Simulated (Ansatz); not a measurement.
B (model structure, started from the hcp type, P6₃/mmc, No. 194, 2 atoms in the cell)

All values below come from PBEsol (plane waves, PAW; Ansatz, an electronic-structure program).

Run with plane-wave cutoff 500 eV, 24×24×12 k mesh (along the axes of the cell as run), Fermi–Dirac smearing 0.05 eV, scalar-relativistic PAW data made under PBE.

Cell (relaxed at this level):

```yaml
crystal:
  lattice:
    - [1.70810, 0.00000, 0.00000]
    - [-0.85405, 1.47926, 0.00000]
    - [0.00000, 0.00000, 6.99876]
  atoms:
    - { symbol: B, position: [0.33333, 0.66667, 0.25000] }
    - { symbol: B, position: [0.66667, 0.33333, 0.75000] }
```

```json
{
  "band_gap": "zero (no gap)"
}
```

Note: the relaxation could raise the start's symmetry but not lower it, so the cell can be a saddle point.

The computed numbers hold no vibrational or temperature effects.

A model structure was made by putting elements into a prototype or built by hand; it is no filed structure, need not be a known phase, and can be a saddle point held by its symmetry.
